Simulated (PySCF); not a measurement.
## Electron affinity of Li by level of theory

Li- [He] 2s2 (1S) → Li [He] 2s1 (2S), as a difference of total energies. All numbers are calculated (PySCF 2.14, no relativity, point nucleus, in dyall-acv3z). Correlated levels: valence: 1s2 frozen; virtual orbitals above 40 to 60 times the deepest correlated orbital energy dropped. The calculations carry no spin-orbit coupling.

```
           method  electron affinity (eV)  error (eV)
              UHF                  -0.123      -0.741
    MP2 (valence)                   0.332      -0.286
SCS-MP2 (valence)                   0.423      -0.195
   CCSD (valence)                   0.615      -0.003
```

Reference: 0.618 eV (measured; photodetachment measurements, as compiled on the Wikipedia data page of electron affinities).

Errors of the correlated levels include the incompleteness of this basis and the frozen core.

A negative affinity means that the anion lies above the atom at that level of theory.

With two correlated electrons CCSD is exact in that space.

The coupled-cluster amplitudes are large for Li- (T1 above 0.03 or a double amplitude above 0.15), so a single reference is strained.
